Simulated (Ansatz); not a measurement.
Ansatz (a quantum-chemistry and plane-wave program) input (B3LYP-D3(BJ)/def2-TZVP):

Ansatz 0.2 input:
```yaml
crystal:
  periodic: [false, false, false]
  atoms:
    - {symbol: C, position_ang: [0.00870368, 0.24236856, 1.01481407]}
    - {symbol: C, position_ang: [-0.00086318, 0.31258279, -0.29157606]}
    - {symbol: Cl, position_ang: [0.01236969, -0.93835860, 2.16987396]}
    - {symbol: Cl, position_ang: [-0.01462855, -1.09299102, -1.31673384]}
    - {symbol: Cl, position_ang: [-0.00050837, 1.83548443, -1.10840059]}
basis:
  gaussian:
    orbitals: def2-TZVP
hamiltonian:
  xc: b3lyp
  dispersion: d3bj
magnetization: {spin_polarized: true, initial_magnetization: 1}
phonons: {temperatures: {t_min: 298.15, t_max: 298.15, t_step: 100}}
```

Output:

```
Functional definition: B3LYP
integrals: 0.10 GiB planned
1149 factors; their error is unknown
mean field: 1.24 GiB planned
mean field evaluation 1: about -39636.3944 eV, gradient 3.3e1 eV
mean field evaluation 2: about -39626.5155 eV, gradient 5.4e1 eV
mean field evaluation 4: about -39641.7090 eV, gradient 3.0e0 eV
mean field evaluation 8: about -39641.7507 eV, gradient 2.1e-1 eV
mean field evaluation 16: about -39641.8455 eV, gradient 1.9e-3 eV
mean field -39641.84546014 eV, -1456.8109504523 hartree, gradient 5.8e-6 eV, S^2 0.761039; 0 other end points of the search recorded, 0 dependent functions left out
the calculation of the forces begins
reference -39641.84572254 eV, -1456.8109600953 hartree; 32, 31 occupied and 141, 142 virtual orbitals, 1149 factors
these checks for a lower state are left out or cut short: stability, starts, cluster_reference, orbital_swaps, neighbouring_geometries, increment
integrals: 0.10 GiB planned
1149 factors; their error is unknown
mean field: 1.24 GiB planned
mean field -39641.84526000 eV, -1456.8109430971 hartree, gradient 2.0e-6 eV, S^2 0.761162; 0 other end points of the search recorded, 0 dependent functions left out
the calculation of the forces begins
reference -39641.84552239 eV, -1456.8109527398 hartree; 32, 31 occupied and 141, 142 virtual orbitals, 1149 factors
these checks for a lower state are left out or cut short: stability, starts, cluster_reference, orbital_swaps, neighbouring_geometries, increment
integrals: 0.10 GiB planned
1149 factors; their error is unknown
mean field: 1.24 GiB planned
mean field evaluation 32: about -39641.7513 eV, gradient 2.5e-1 eV
mean field -39641.84520750 eV, -1456.8109411679 hartree, gradient 2.0e-6 eV, S^2 0.760919; 0 other end points of the search recorded, 0 dependent functions left out
the calculation of the forces begins
reference -39641.84546991 eV, -1456.8109508112 hartree; 32, 31 occupied and 141, 142 virtual orbitals, 1149 factors
these checks for a lower state are left out or cut short: stability, starts, cluster_reference, orbital_swaps, neighbouring_geometries, increment
integrals: 0.10 GiB planned
1149 factors; their error is unknown
mean field: 1.25 GiB planned
mean field -39641.84542405 eV, -1456.8109491258 hartree, gradient 2.2e-6 eV, S^2 0.761052; 0 other end points of the search recorded, 0 dependent functions left out
the calculation of the forces begins
reference -39641.84568645 eV, -1456.8109587688 hartree; 32, 31 occupied and 141, 142 virtual orbitals, 1149 factors
these checks for a lower state are left out or cut short: stability, starts, cluster_reference, orbital_swaps, neighbouring_geometries, increment
integrals: 0.10 GiB planned
1149 factors; their error is unknown
mean field: 1.25 GiB planned
mean field -39641.84542280 eV, -1456.8109490800 hartree, gradient 2.2e-6 eV, S^2 0.761026; 0 other end points of the search recorded, 0 dependent functions left out
the calculation of the forces begins
reference -39641.84568520 eV, -1456.8109587230 hartree; 32, 31 occupied and 141, 142 virtual orbitals, 1149 factors
these checks for a lower state are left out or cut short: stability, starts, cluster_reference, orbital_swaps, neighbouring_geometries, increment
integrals: 0.10 GiB planned
1149 factors; their error is unknown
mean field: 1.24 GiB planned
mean field -39641.84522908 eV, -1456.8109419608 hartree, gradient 1.9e-6 eV, S^2 0.760907; 0 other end points of the search recorded, 0 dependent functions left out
the calculation of the forces begins
reference -39641.84549148 eV, -1456.8109516038 hartree; 32, 31 occupied and 141, 142 virtual orbitals, 1149 factors
these checks for a lower state are left out or cut short: stability, starts, cluster_reference, orbital_swaps, neighbouring_geometries, increment
integrals: 0.10 GiB planned
1149 factors; their error is unknown
mean field: 1.24 GiB planned
mean field evaluation 64: about -39641.8453 eV, gradient 1.3e-3 eV
mean field -39641.84526528 eV, -1456.8109432914 hartree, gradient 2.0e-6 eV, S^2 0.761175; 0 other end points of the search recorded, 0 dependent functions left out
the calculation of the forces begins
reference -39641.84552768 eV, -1456.8109529344 hartree; 32, 31 occupied and 141, 142 virtual orbitals, 1149 factors
these checks for a lower state are left out or cut short: stability, starts, cluster_reference, orbital_swaps, neighbouring_geometries, increment
integrals: 0.10 GiB planned
1149 factors; their error is unknown
mean field: 1.24 GiB planned
mean field -39641.84541336 eV, -1456.8109487333 hartree, gradient 2.9e-6 eV, S^2 0.761040; 0 other end points of the search recorded, 0 dependent functions left out
the calculation of the forces begins
reference -39641.84567577 eV, -1456.8109583764 hartree; 32, 31 occupied and 141, 142 virtual orbitals, 1149 factors
these checks for a lower state are left out or cut short: stability, starts, cluster_reference, orbital_swaps, neighbouring_geometries, increment
integrals: 0.10 GiB planned
1149 factors; their error is unknown
mean field: 1.24 GiB planned
mean field -39641.84540070 eV, -1456.8109482679 hartree, gradient 3.0e-6 eV, S^2 0.761039; 0 other end points of the search recorded, 0 dependent functions left out
the calculation of the forces begins
reference -39641.84566310 eV, -1456.8109579108 hartree; 32, 31 occupied and 141, 142 virtual orbitals, 1149 factors
these checks for a lower state are left out or cut short: stability, starts, cluster_reference, orbital_swaps, neighbouring_geometries, increment
integrals: 0.10 GiB planned
1149 factors; their error is unknown
mean field: 1.24 GiB planned
mean field -39641.84553453 eV, -1456.8109531861 hartree, gradient 3.0e-6 eV, S^2 0.761048; 0 other end points of the search recorded, 0 dependent functions left out
the calculation of the forces begins
reference -39641.84579700 eV, -1456.8109628315 hartree; 32, 31 occupied and 141, 142 virtual orbitals, 1149 factors
these checks for a lower state are left out or cut short: stability, starts, cluster_reference, orbital_swaps, neighbouring_geometries, increment
integrals: 0.10 GiB planned
1149 factors; their error is unknown
mean field: 1.24 GiB planned
mean field -39641.84528599 eV, -1456.8109440524 hartree, gradient 2.3e-6 eV, S^2 0.761031; 0 other end points of the search recorded, 0 dependent functions left out
the calculation of the forces begins
reference -39641.84554833 eV, -1456.8109536931 hartree; 32, 31 occupied and 141, 142 virtual orbitals, 1149 factors
these checks for a lower state are left out or cut short: stability, starts, cluster_reference, orbital_swaps, neighbouring_geometries, increment
integrals: 0.10 GiB planned
1149 factors; their error is unknown
mean field: 1.25 GiB planned
mean field evaluation 96: about -39641.8454 eV, gradient 4.6e-5 eV
mean field -39641.84541207 eV, -1456.8109486857 hartree, gradient 1.2e-6 eV, S^2 0.761028; 0 other end points of the search recorded, 0 dependent functions left out
the calculation of the forces begins
reference -39641.84567446 eV, -1456.8109583283 hartree; 32, 31 occupied and 141, 142 virtual orbitals, 1149 factors
these checks for a lower state are left out or cut short: stability, starts, cluster_reference, orbital_swaps, neighbouring_geometries, increment
integrals: 0.10 GiB planned
1149 factors; their error is unknown
mean field: 1.24 GiB planned
mean field -39641.84546336 eV, -1456.8109505704 hartree, gradient 3.0e-6 eV, S^2 0.761050; 0 other end points of the search recorded, 0 dependent functions left out
the calculation of the forces begins
reference -39641.84572577 eV, -1456.8109602139 hartree; 32, 31 occupied and 141, 142 virtual orbitals, 1149 factors
these checks for a lower state are left out or cut short: stability, starts, cluster_reference, orbital_swaps, neighbouring_geometries, increment
integrals: 0.10 GiB planned
1149 factors; their error is unknown
mean field: 1.24 GiB planned
mean field -39641.84534087 eV, -1456.8109460693 hartree, gradient 2.0e-6 eV, S^2 0.761039; 0 other end points of the search recorded, 0 dependent functions left out
the calculation of the forces begins
reference -39641.84560323 eV, -1456.8109557108 hartree; 32, 31 occupied and 141, 142 virtual orbitals, 1149 factors
these checks for a lower state are left out or cut short: stability, starts, cluster_reference, orbital_swaps, neighbouring_geometries, increment
integrals: 0.10 GiB planned
1149 factors; their error is unknown
mean field: 1.24 GiB planned
mean field -39641.84551907 eV, -1456.8109526177 hartree, gradient 2.4e-6 eV, S^2 0.761039; 0 other end points of the search recorded, 0 dependent functions left out
the calculation of the forces begins
reference -39641.84578150 eV, -1456.8109622621 hartree; 32, 31 occupied and 141, 142 virtual orbitals, 1149 factors
these checks for a lower state are left out or cut short: stability, starts, cluster_reference, orbital_swaps, neighbouring_geometries, increment
integrals: 0.10 GiB planned
1149 factors; their error is unknown
mean field: 1.24 GiB planned
mean field -39641.84539613 eV, -1456.8109481000 hartree, gradient 2.0e-6 eV, S^2 0.761039; 0 other end points of the search recorded, 0 dependent functions left out
the calculation of the forces begins
reference -39641.84565852 eV, -1456.8109577425 hartree; 32, 31 occupied and 141, 142 virtual orbitals, 1149 factors
these checks for a lower state are left out or cut short: stability, starts, cluster_reference, orbital_swaps, neighbouring_geometries, increment
integrals: 0.10 GiB planned
1149 factors; their error is unknown
mean field: 1.24 GiB planned
mean field evaluation 128: about -39641.8455 eV, gradient 4.8e-5 eV
mean field -39641.84547725 eV, -1456.8109510811 hartree, gradient 2.6e-6 eV, S^2 0.761040; 0 other end points of the search recorded, 0 dependent functions left out
the calculation of the forces begins
reference -39641.84573967 eV, -1456.8109607246 hartree; 32, 31 occupied and 141, 142 virtual orbitals, 1149 factors
these checks for a lower state are left out or cut short: stability, starts, cluster_reference, orbital_swaps, neighbouring_geometries, increment
integrals: 0.10 GiB planned
1149 factors; their error is unknown
mean field: 1.24 GiB planned
mean field -39641.84539181 eV, -1456.8109479412 hartree, gradient 1.9e-6 eV, S^2 0.761044; 0 other end points of the search recorded, 0 dependent functions left out
the calculation of the forces begins
reference -39641.84565420 eV, -1456.8109575836 hartree; 32, 31 occupied and 141, 142 virtual orbitals, 1149 factors
these checks for a lower state are left out or cut short: stability, starts, cluster_reference, orbital_swaps, neighbouring_geometries, increment
integrals: 0.10 GiB planned
1149 factors; their error is unknown
mean field: 1.24 GiB planned
mean field -39641.84547833 eV, -1456.8109511206 hartree, gradient 2.2e-6 eV, S^2 0.761035; 0 other end points of the search recorded, 0 dependent functions left out
the calculation of the forces begins
reference -39641.84574074 eV, -1456.8109607642 hartree; 32, 31 occupied and 141, 142 virtual orbitals, 1149 factors
these checks for a lower state are left out or cut short: stability, starts, cluster_reference, orbital_swaps, neighbouring_geometries, increment
integrals: 0.10 GiB planned
1149 factors; their error is unknown
mean field: 1.24 GiB planned
mean field -39641.84548985 eV, -1456.8109515440 hartree, gradient 2.3e-6 eV, S^2 0.761038; 0 other end points of the search recorded, 0 dependent functions left out
the calculation of the forces begins
reference -39641.84575227 eV, -1456.8109611878 hartree; 32, 31 occupied and 141, 142 virtual orbitals, 1149 factors
these checks for a lower state are left out or cut short: stability, starts, cluster_reference, orbital_swaps, neighbouring_geometries, increment
integrals: 0.10 GiB planned
1149 factors; their error is unknown
mean field: 1.24 GiB planned
mean field -39641.84537133 eV, -1456.8109471884 hartree, gradient 1.7e-6 eV, S^2 0.761041; 0 other end points of the search recorded, 0 dependent functions left out
the calculation of the forces begins
reference -39641.84563371 eV, -1456.8109568306 hartree; 32, 31 occupied and 141, 142 virtual orbitals, 1149 factors
Total energy: -39642.16194105 eV, -1456.8225809110 hartree
Atom 0 at     0.008704     0.242369     1.014814 Å, force    -0.000000     0.000031    -0.000069 eV/Å
Atom 1 at    -0.000863     0.312583    -0.291576 Å, force    -0.000001    -0.000110    -0.000034 eV/Å
Atom 2 at     0.012370    -0.938359     2.169874 Å, force     0.000000     0.000015     0.000052 eV/Å
Atom 3 at    -0.014629    -1.092991    -1.316734 Å, force     0.000002     0.000390     0.000025 eV/Å
Atom 4 at    -0.000508     1.835484    -1.108401 Å, force    -0.000001    -0.000326     0.000026 eV/Å
Dipole moment:     0.000740    -0.099673     0.154457 e Å
Vibrations: 130.31 192.55 260.46 387.63 460.70 583.32 821.21 858.57 1697.38 cm⁻¹, zero-point energy 0.334269 eV
```

It need not be the lowest isomer of its formula.
